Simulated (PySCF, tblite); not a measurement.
# C₂H₇Si radical: geometry, infrared bands and EPR parameters

Aim: predict the infrared bands and EPR parameters of C₂H₇Si radical (`CC[SiH2]`).

Computed with tblite 0.8.0 and PySCF 2.14.0, with density-fitted response routines of our own, on a single molecule in the gas phase. Atoms are numbered from 0 throughout.

**1. The starting structure**

10 atoms, charge 0, multiplicity 2; geometry from: force field or distance geometry start.

Bonds of the start (Å): C0–C1 1.51, C1–Si2 1.87, C0–H3 1.10, C0–H4 1.10, C0–H5 1.10, C1–H6 1.10, C1–H7 1.08, Si2–H8 1.49, Si2–H9 1.48.

**2. Optimising the geometry with GFN2-xTB**

The job: settings as JSON, then the geometry in Å.

```
{"job": {"kind": "relax", "xc": "GFN2-xTB", "basis": "xTB"}, "charge": 0, "multiplicity": 2}
C     -0.950800     0.649900     0.056400
C     -0.201200    -0.638200     0.291200
Si     1.591900    -0.652800    -0.256600
H     -1.989500     0.565300     0.410200
H     -0.496300     1.493400     0.589300
H     -1.004000     0.898400    -1.012100
H     -0.224800    -0.865800     1.369300
H     -0.718600    -1.454800    -0.199700
H      1.662600    -0.402400    -1.720700
H      2.339700     0.411600     0.450300
```

Launch:

```sh
> OMP_NUM_THREADS=1 python probes_run.py task.json out
```

This one command runs all jobs of the session in turn.

**Question.** This job is followed by: GFN2-xTB harmonic vibrations, gas phase; UKS B3LYP, pcH-1 on C H Si, non-relativistic, mean-field spin-orbit, GIAO. What will the session give for the following? strongest single infrared mode (GFN2-xTB); zero-point energy (GFN2-xTB); g(iso) (B3LYP); ⟨S²⟩; largest a(iso) (averaged by class); potential on the surface of density 0.002 e/bohr³, 1st and 99th percentile.

**Answer**, as computed:

| quantity | value |
| --- | --- |
| strongest single infrared mode (GFN2-xTB) | 2299 cm⁻¹, 565 km/mol |
| zero-point energy (GFN2-xTB) | 50.0 kcal/mol |
| g(iso) (B3LYP) | 2.00346 |
| ⟨S²⟩ | 0.752 (exact 0.75) |
| largest a(iso) (averaged by class) | 29Si on Si2, -401.6 MHz |
| potential on the surface of density 0.002 e/bohr³, 1st and 99th percentile | -0.16 V and 0.67 V |

In words: Over 17 steps the energy fell by 0.064 eV; of the close pairs, Si2–H8 changed most, 1.487 to 1.459 Å. No mode is imaginary among the 24: a minimum at this level. The strongest single mode, at 2299 cm⁻¹, moves mainly H8 and H9. Unscaled tight-binding wavenumbers are off by several per cent, some by more. Its intensities can rank the bands wrongly. Si2 carries the largest spin population, 1.01 e. The isotropic g lies 1.1 ppt above the free-electron value. These values are for one conformer; the search (at its own cheap level) found 1 more, at 0.35 kcal/mol, and measured spectra average over such forms.
